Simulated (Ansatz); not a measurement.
**NbCr2: computed properties**

Theory: DFT PBEsol, scalar-relativistic, plane waves, PAW in Ansatz.

Cutoff 420 eV; k points 10×10×10 on the computed 6-atom cell (Γ-centred); Gaussian smearing, width 0.10 eV; no spin polarisation.

The structure is relaxed at this level of theory with its symmetry kept. Whether it is the stable form of this composition wasn't checked.

```
Nb Cr
1.0
     0.00000    3.43499    3.43499
     3.43499    0.00000    3.43499
     3.43499    3.43499    0.00000
Nb Cr
2 4
Cartesian
  3.4350 3.4350 3.4350
  5.1525 5.1525 5.1525
  0.8587 0.8587 0.8587
  0.8587 2.5762 2.5762
  2.5762 2.5762 0.8587
  2.5762 0.8587 2.5762
```

(1) Formation energy from the elements' standard states (uncorrected)?

(2) Density of states at the Fermi level?

(3) Löwdin character within 0.5 eV of the Fermi level?

(4) Bulk modulus?

(5) Its pressure derivative?

(6) Bader charges (e)?

Spin polarisation was left out, and a magnetic state may lie lower.

A ferromagnetic start lost its moments in a first run, so spin was left out; other magnetic orders weren't tried.

Results:

(1) -0.032 eV/atom.

(2) 8.19 states/eV per cell.

(3) Cr 3d 67 %, Nb 4d 26 %.

(4) 246 GPa.

(5) 4.0.

(6) Nb (2 in the cell) 0.64, Cr (4 in the cell) -0.32.

Cost: 9 runs of about 3.5 core-minutes in all, on Arm Neoverse V1 (shared hosts).